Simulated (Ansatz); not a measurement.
**AlSiH (singlet): the correlation ladder at scale of all distances = 1.000, cc-pVTZ**

An exercise on one series of results from a longer session: the logs are not shown, and one member is left open.

Method: cc-pVTZ, core rule «outside noble gas», up to 10 orbitals frozen; program: Ansatz 0.2.0, Gaussian basis.

To be run: UHF; CCSD(T) on RHF; CCSD(T) on UHF; BCCD(T) on RHF; CISD; CCSDT(Q) on RHF.

19 further runs of the same task are left out: 2 for a known fault of the program, 14 that didn't finish, 3 set aside as unsound or not needed.

### What is computed

The geometry derives from a PBE0/def2-TZVP stationary point (not a proven minimum). All distances are scaled together.

3 atoms, charge 0, spin multiplicity 1.

Atoms are counted from 1 here; the program's logs count them from 0.

Bond lengths: Si1–Al2 2.354 Å, Al2–H3 1.595 Å. Angles: Si1–Al2–H3 180.0°.

Set-up of the first run:

in.yaml

```yaml
crystal:
  periodic: [false, false, false]
  atoms:
    - {symbol: Si, position_ang: [0.000000, 0.000000, 2.100805]}
    - {symbol: Al, position_ang: [0.000000, 0.000000, -0.252999]}
    - {symbol: H, position_ang: [0.000000, 0.000000, -1.847805]}
basis:
  gaussian: {orbitals: cc-pVTZ}
magnetization: {spin_polarized: true, initial_magnetization: 0}
hamiltonian: {xc: hf}
output: {orbitals: {seedname: orbitals}}
```

Launch:

```console
$ ansatz run in.yaml --threads 1 --pin off --events-out ev --progress --plain --max-ram 2393MiB
```

Among the steps run: UHF; CCSD(T) on RHF; CCSD(T) on UHF; BCCD(T) on RHF; CISD; CCSDT(Q) on RHF.

One table of the session follows, with a row left open; its other results are not shown here.

| method | from RCCSDT(Q) (kJ/mol) |
| --- | --- |
| RHF | +552.0 |
| UHF | +458.4 |
| RMP2 | +135.7 |
| UMP2 | +86.1 |
| CISD | +91.1 |
| RCCSD | +46.3 |
| UCCSD | +1.3 |
| RCCSD(T) | +18.2 |
| UCCSD(T) | -24.8 |
| BCCD(T) | +18.2 |
| RCCSDT | ? |
| RCCSDT(Q) | 0 |

Estimate the missing values for RCCSDT.

As computed: from RCCSDT(Q) (kJ/mol): +8.1. In the column «from RCCSDT(Q) (kJ/mol)» it lies between UCCSD (+1.3) and RCCSD(T) (+18.2).

The program flags UCCSD(T), RCCSDT(Q) as in doubt (see the logs), so the zero of the table is itself unsure.

Caveats from the session: The determinant is far from a pure spin state, so its energy mixes those of several spin states (harmless only where they are near-degenerate, as at dissociation). The report flags that the cluster equations may have other roots. The program flags UCCSD(T), RCCSDT(Q) as in doubt, so the zero of the table is itself unsure. Warnings: restricted reference is unstable; spin contamination; large T1 diagnostic. Restricted and unrestricted rows rest on different reference determinants; where their highest levels disagree by more than a few hundredths of an eV, they describe different states and don't form one ladder.
